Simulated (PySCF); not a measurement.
## Working out the ionisation energy of S

S [Ne] 3s2 3p4 (3P) → S⁺ [Ne] 3s2 3p3 (4S). Calculation: PySCF 2.14, in pcseg-2; the non-relativistic Hamiltonian (point nucleus). Frozen: [Ne]. Energies in hartree (1 hartree = 27.21139 eV):

```
            part    S (lower)   S⁺ (upper)
             UHF  -397.501760  -397.162375
CCSD correlation    -0.130044    -0.104764
             (T)    -0.003704    -0.003074
```

**Question.** What does Hartree-Fock give?

**Answer.** (-397.162375) − (-397.501760) = 0.339385 hartree = 9.235 eV.

**Question.** What do CCSD and CCSD(T) give?

**Answer.** The CCSD correlation energies differ by 0.025280 hartree = 0.688 eV and the triples by 0.000630 hartree = 0.017 eV, so CCSD gives 9.923 eV and CCSD(T) 9.940 eV.

Measured between the centres of the two terms (NIST): 10.336 eV, so CCSD(T) (valence) is off by -0.396 eV.

What remains against the reference includes basis incompleteness, the frozen core and higher excitations.
